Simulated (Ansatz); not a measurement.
# SiH₅O+ (SMILES [OH2+][SiH3]): functionals against CCSD(T) at one geometry

A test off equilibrium: a frame of a short trajectory is computed at several levels, and each is set against CCSD(T).

Computed with Ansatz 0.2.0, Gaussian basis. Level: single points in def2-TZVPP.

Cores are frozen in the correlated methods.

1 further run of the same task is left out (it didn't finish).

## 1. Starting geometry

SMILES `[OH2+][SiH3]`, 7 atoms, charge 1, spin multiplicity 1.

Atoms are counted from 1 here; the program's logs count them from 0.

Bond lengths: O1–Si2 1.887 Å, O1–H3 0.976 Å, O1–H4 0.952 Å, Si2–H5 1.422 Å, Si2–H6 1.502 Å, Si2–H7 1.509 Å. Angles: Si2–O1–H3 121.9°, Si2–O1–H4 126.9°, H3–O1–H4 106.5°, O1–Si2–H5 104.6°, O1–Si2–H6 101.8°, O1–Si2–H7 99.2°, H5–Si2–H6 94.5°, H5–Si2–H7 126.5°, H6–Si2–H7 126.5°.

Coordinates:

```xyz
7
charge 1, multiplicity 1
O    -0.0874   -1.0056    0.0687
Si    0.1105    0.8634   -0.0989
H    -0.7601   -1.4997   -0.4371
H     0.5883   -1.6337    0.3050
H    -0.8333    1.2356   -1.0952
H    -0.7238    1.3642    1.0455
H     1.6137    0.9371   -0.2144
```

## 2. PBE-D4/def2-TZVPP

Contents of run/in.yaml:

```yaml
crystal:
  periodic: [false, false, false]
  atoms:
    - {symbol: O, position_ang: [-0.087450, -1.005624, 0.068652]}
    - {symbol: Si, position_ang: [0.110482, 0.863420, -0.098923]}
    - {symbol: H, position_ang: [-0.760077, -1.499668, -0.437150]}
    - {symbol: H, position_ang: [0.588297, -1.633743, 0.304960]}
    - {symbol: H, position_ang: [-0.833289, 1.235609, -1.095245]}
    - {symbol: H, position_ang: [-0.723808, 1.364220, 1.045529]}
    - {symbol: H, position_ang: [1.613741, 0.937098, -0.214422]}
basis:
  gaussian: {orbitals: def2-TZVPP}
total_charge: 1
hamiltonian: {xc: pbe, dispersion: d4}
output: {forces: true}
```

Run with:

```bash
ansatz run in.yaml --threads 2 --pin off --events-out ev --progress --plain --max-ram 3481MiB
```

## 3. r2SCAN-D4/def2-TZVPP

Edit run/in.yaml of step 2 so:

```diff
@@ -13,3 +13,3 @@
 total_charge: 1
-hamiltonian: {xc: pbe, dispersion: d4}
+hamiltonian: {xc: r2scan, dispersion: d4}
 output: {forces: true}
```

## 4. PBE0-D4/def2-TZVPP

Edit run/in.yaml of step 3 so:

```diff
@@ -13,3 +13,3 @@
 total_charge: 1
-hamiltonian: {xc: r2scan, dispersion: d4}
-output: {forces: true}
+hamiltonian: {xc: pbe0, dispersion: d4}
+output: {forces: true, orbitals: {seedname: orbitals}}
```

## 5. wB97M-V/def2-TZVPP

Edit run/in.yaml of step 4 so:

```diff
@@ -13,3 +13,3 @@
 total_charge: 1
-hamiltonian: {xc: pbe0, dispersion: d4}
-output: {forces: true, orbitals: {seedname: orbitals}}
+hamiltonian: {xc: {name: wB97M-V}}
+output: {forces: true}
```

## 6. CCSD(T)/def2-TZVPP

Edit run/in.yaml of step 5 so:

```diff
@@ -13,3 +13,3 @@
 total_charge: 1
-hamiltonian: {xc: {name: wB97M-V}}
+correlation: {method: ccsd_t}
 output: {forces: true}
```

(Steps that only read results are left out.)

Before running it: what results should come out? Wanted: energy less free atoms, CCSD(T)/def2-TZVPP; RMS force component; RMS force error; HOMO and LUMO, PBE0-D4; T1 diagnostic.

As calculated:

| quantity | value |
| --- | --- |
| energy less free atoms, CCSD(T)/def2-TZVPP | -314.8 kcal/mol |
| RMS force component | 0.667 to 0.694 eV/Å over the methods |
| RMS force error | PBE-D4 0.203, r2SCAN-D4 0.055, PBE0-D4 0.060, wB97M-V 0.050 eV/Å |
| HOMO and LUMO, PBE0-D4 | -14.99 and -6.64 eV |
| T1 diagnostic | 0.009 |

**Reading.** Against CCSD(T) the functionals' energies less atoms differ by -11.7 to +1.2 kcal/mol, PBE-D4 by -4.3 kcal/mol. The reference is not at the basis limit: in triple zeta CCSD(T) underbinds, which counts against methods that bind more; the gaps are no ranking. For forces wB97M-V does best and PBE-D4 worst. Frozen-core CCSD(T) forces in triple zeta carry basis errors of their own, and this is one geometry, so small gaps rank nothing.
